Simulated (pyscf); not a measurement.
Optimised with ωB97X-D3(BJ)/def2-SVP in PySCF.

**Question.** Estimate by transition-state theory the rate constant of H₂N–SiH(F)–O–SiH₃ + hydrogen (H₂) → F–SiH₂–O–SiH₃ + ammonia (NH₃) (singlet surface; N–Si, H–H broken, H–Si, H–N formed) at 900 K, with ωB97M-D3(BJ)/def2-TZVP energies (ideal gas, 1 atm, RRHO with modes under 100 cm⁻¹ raised to 100, one conformer, R ln 2 for rigid chiral ones; no tunnelling).

**Answer.** The electronic barrier is 50.3 kcal/mol and the thermal terms add +31.3, so ΔG‡ = 81.7 kcal/mol. With k_BT/h = 1.88e+13 s⁻¹ and RT = 1.788 kcal/mol, and a volume of 1.23e-19 cm³ per molecule at 1 atm, k = 3.4e-26 cm³ molecule⁻¹ s⁻¹. Wigner's tunnelling factor for 1424i cm⁻¹ would be 1.22. A shift of 1 kcal/mol in the barrier changes k by a factor 1.7. On the product side the descent ends in an adduct with a N–Si contact (not fully relaxed), 7.6 kcal/mol under the separated species and 44.5 kcal/mol under the saddle at ωB97X-D3(BJ)/def2-TZVP. What is counted as broken (N–Si) persists as a longer contact in the product adduct; parting that adduct is a step of its own. At the saddle there is also a short H–Si contact that neither side keeps. One saddle was located; it need not be the lowest between these sides.
